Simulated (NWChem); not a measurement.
System: silicon monoxide (SiO, singlet); SMILES O=[Si]

```xyz
2

Si     0.0000     0.0000     0.5487
O      0.0000     0.0000    -0.9601
```
Atoms are numbered in this order, from 1.

Results from NWChem. Pople sets run with spherical d functions. Low-valent species are run as closed-shell singlets; no triplet was tried in these runs. The geometry was optimised at PBE0-D3(BJ)/def2-TZVP. B3LYP is NWChem's, with the RPA form of VWN correlation. Core excitations by TDA in a window of 1s orbitals, non-relativistic and unshifted: absolute energies depend strongly on the exact-exchange share.

```csv
level,first 1s excitation (eV),dipole oscillator strength of the first,first state with f > 0.002 (eV),dipole oscillator strength of that state
"O K edge, PBE/cc-pVTZ",507.5,0.0176,507.5,0.0176
"O K edge, B3LYP/6-311G**",515.8,0.0242,515.8,0.0242
"Si K edge, BHandHLYP/cc-pVTZ",1821.2,0.0081,1821.2,0.0081
"Si K edge, PBE0/cc-pVTZ",___,___,___,___
```

Problem. What belongs in the gaps?

Solution. 
- Si K edge, PBE0/cc-pVTZ, first 1s excitation (eV): 1799.4
- Si K edge, PBE0/cc-pVTZ, dipole oscillator strength of the first: 0.0058
- Si K edge, PBE0/cc-pVTZ, first state with f > 0.002 (eV): 1799.4
- Si K edge, PBE0/cc-pVTZ, dipole oscillator strength of that state: 0.0058
